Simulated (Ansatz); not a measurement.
Working through a test of scalar relativity of ClH3Si, SMILES [SiH3]Cl

With Ansatz's Python interface.

Typed at the interpreter:
```pycon
>>> import ansatz as az
>>> from ase import Atoms
>>> import numpy as np
>>> atoms = Atoms(["Si", "Cl", "H", "H", "H"], positions=[
...     (-0.0867, -0.0162, -0.0127),
...     (1.8105, -0.508, 0.296),
...     (-0.977, -0.4808, 1.0971),
...     (-0.4995, -0.572, -1.3084),
...     (-0.1975, 1.5034, -0.1135),
... ])
>>> molecule = az.Crystal.molecule_from_ase(atoms)
>>> calculation = molecule.calculation().functional("pbe0").forces()
>>> # a set contracted for a scalar-relativistic Hamiltonian goes with the relativistic run
>>> sets = {"none": "cc-pVTZ", "scalar": "cc-pVTZ-DK"}
>>> found = {kind: calculation.basis(gaussian=basis).pseudopotentials(relativity=kind).run().report for kind, basis in sets.items()}
>>> for kind, each in found.items():
...     dipole = 4.803205 * np.linalg.norm(each["charge_distribution"]["dipole_moment_e_ang"])
...     print(f"{kind:7s} E = {each['free_energy_ev']:.4f} eV  dipole {dipole:.3f} D  largest force component {np.abs(each['forces_ev_ang']).max():.4f} eV/A")
...
none    E = -20443.4742 eV  dipole 0.846 D  largest force component 1.6617 eV/A
scalar  E = -20498.6034 eV  dipole 0.840 D  largest force component 1.6604 eV/A
>>> print(f"relativity lowers the total energy by {found['none']['free_energy_ev'] - found['scalar']['free_energy_ev']:.3f} eV")
relativity lowers the total energy by 55.129 eV
```

The total moves by -55.1 eV, nearly all in the cores, and the dipole from 0.85 to 0.84 D.

Caveats:
- Total energies depend on the basis set; only differences at equal settings carry meaning.
- The geometry is a force-field or estimated start, not a minimum of this method. The basis set changes with the Hamiltonian (a set recontracted for scalar relativity), and most of the change in the total lies in the cores.
- Wall time of the script: 5 s on 1 thread of Arm Neoverse V1, on a shared host, peak memory 0.24 GiB.
